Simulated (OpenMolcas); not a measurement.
# How basis sets differ on CH2AlN (AlH2(CN))

CH2AlN: 5 atoms, total charge 0, spin state singlet. As SMILES, `[H][Al]([H])[C]#N`. The shape comes from GFN2-xTB, which is rough for such elements, and wasn't checked as a minimum.

```xyz
5

Al    0.3533    0.6161    0.0079
H     1.8976    0.6184    0.0587
H    -0.4102    1.9598   -0.0238
C    -0.6347   -1.0958   -0.0147
N    -1.2059   -2.0985   -0.0281
```

Quantity: the HOMO–LUMO gap, in eV. The values are calculated.

| level | kind | program | value (eV) | CPU time |
| --- | --- | --- | --- | --- |
| HF/ANO-S-MB | Hartree–Fock | OpenMolcas | 12.13 | 1.8 s |
| HF/STO-3G | Hartree–Fock | OpenMolcas | 16.90 | 1.8 s |
| HF/3-21G | Hartree–Fock | OpenMolcas | 12.48 | 2 s |
| HF/def2-SVP | Hartree–Fock | OpenMolcas | 12.69 | 2.9 s |
| HF/aug-cc-pVDZ | Hartree–Fock | OpenMolcas | 12.35 | 8.7 s |
| HF/def2-TZVP | Hartree–Fock | OpenMolcas | 12.62 | 18 s |

The values span 12.13 to 16.90 eV. A Hartree–Fock LUMO above zero doesn't converge with the basis: it sinks as sets grow more diffuse. Orbital gaps aren't excitation energies. Times are those of the runs behind each value, whatever else they computed, on shared processors of several kinds: orders of magnitude only.
